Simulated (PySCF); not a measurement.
## CF₃: PBE0 against B3LYP

Base calculation in PySCF with density fitting and no spin–orbit coupling, PBE0/def2-TZVP (no relativity): doublet, C3v, C–F 1.313 Å (×3); F–C–F 111.4° (×3); wavenumbers 513 (×2), 710, 1107, 1289 (×2) cm⁻¹; dipole moment 0.25 D, polar-tensor charge of C 1.47 e, atomisation energy (no zero-point energy) 1468 kJ/mol.

What changes on going to B3LYP/def2-TZVP (no relativity)?

The point group stays the same. Changes: mean bond to C +0.008 Å, smallest bond angle 0.0 degrees, highest wavenumber -50 cm⁻¹, lowest wavenumber -10 cm⁻¹, dipole moment +0.01 D, polar-tensor charge of C -0.01 e, atomisation energy (no zero-point energy) -33 kJ/mol. The new structure has C–F 1.321 Å (×3); F–C–F 111.4° (×3), with wavenumbers 503 (×2), 696, 1078, 1239 (×2) cm⁻¹.

The structures come from searches over a few start shapes, so lower isomers are not excluded.
